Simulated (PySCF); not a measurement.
## `C1=CC1`, C$_{3}$H$_{4}$

Geometry (Å), atoms numbered from 1 in this order:
```xyz
7

C    -0.5722    0.6829   -0.0880
C    -0.6094   -0.6084    0.0243
C     0.7609    0.0020    0.0098
H    -1.0877    1.6347   -0.1854
H    -1.1783   -1.5322    0.0887
H     1.3428    0.0663    0.9435
H     1.3956   -0.0940   -0.8860
```

Level of theory: GIAO B3LYP/MINI magnetisability, rotational g tensor and spin-rotation constants, non-relativistic, gas phase (PySCF 2.14.0). Geometry: PBE0-D3(BJ)/def2-SVP.

How diamagnetic is it, and how anisotropic?

Isotropic -549 × 10⁻³⁰ J/T², or -33.0 × 10⁻⁶ cm³/mol; principal values -708, -494, -444 × 10⁻³⁰ J/T², anisotropy 242 × 10⁻³⁰ J/T² (root of half the summed squared differences of the principal values). The susceptibility is in cgs units.

Split it along the inertial axes a, b, c into diamagnetic and paramagnetic parts about the centre of mass, with the quadrupole moment.


| axis | χ (10⁻⁶ cm³/mol) | diamagnetic (10⁻⁶ cm³/mol) | paramagnetic (10⁻⁶ cm³/mol) | summed x² of all electrons (Å²) | quadrupole Θ (D Å) |
| --- | --- | --- | --- | --- | --- |
| a | -29.8 | -88.0 | 58.2 | 18.4 | -0.47 |
| b | -26.7 | -105.3 | 78.6 | 14.3 | +2.18 |
| c | -42.6 | -138.7 | 96.1 | 6.4 | -1.71 |

Anisotropies 2χaa − χbb − χcc = +9.8 and 2χbb − χaa − χcc = +18.9 × 10⁻⁶ cm³/mol. Θ is traceless in Buckingham's convention.

And the rotational g tensor?


```csv
axis,rotational constant (GHz),g,nuclear part,electronic part
a,29.9301,-0.1152,0.7032,-0.8184
b,22.0660,-0.1324,0.6820,-0.8145
c,13.8893,+0.0351,0.6622,-0.6271
```
Asymmetric top; isotopes 12C, 1H; no vibrational averaging.
